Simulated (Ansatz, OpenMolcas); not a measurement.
**How methods differ on BH3O2 (SMILES OBO)**

The species is BH3O2 (6 atoms), meant as a singlet with charge 0. As SMILES, `OBO`. The shape is that of a PBE0-D4/def2-TZVP optimisation. This is one conformer, not always the lowest.

```xyz
6

O    -1.1762   -0.5245   -0.2518
B     0.0495    0.0281   -0.0729
O     0.5806   -0.0538    1.1725
H    -1.4947   -0.4335   -1.1506
H     0.6378    0.5656   -0.9761
H     1.4452    0.3541    1.2328
```

Each level gives the energy change with the O1–B2 bond stretched from 1.356 to 1.763 Å (eV). The values are calculated.

| level | kind | program | value (eV) | CPU time (all runs) |
| --- | --- | --- | --- | --- |
| HF/def2-TZVP (restricted) | Hartree–Fock | OpenMolcas | 1.97 | 24 s |
| revPBE/def2-TZVP (restricted) | GGA | Ansatz | 1.47 | 5 s |
| B3LYP/def2-TZVP (restricted) | global hybrid | Ansatz | 1.67 | 5.5 s |
| HSE06/def2-TZVP (restricted) | range-separated hybrid | Ansatz | 1.76 | 5.8 s |
| wB97M-V/def2-TZVP (restricted) | range-separated hybrid | Ansatz | 1.72 | 25 s |
| B2PLYP/def2-TZVP (restricted) | double hybrid | Ansatz | 1.69 | 7.1 s |
| PBE-QIDH/def2-TZVP (restricted) | double hybrid | Ansatz | 1.85 | 7.3 s |
| RPA@PBE/def2-TZVP (restricted) | RPA | Ansatz | 1.60 | 8.8 s |

The first shape isn't each level's own minimum. The values span 1.47 to 1.97 eV. CPU times are rough (shared hosts, several kinds of processor and program).
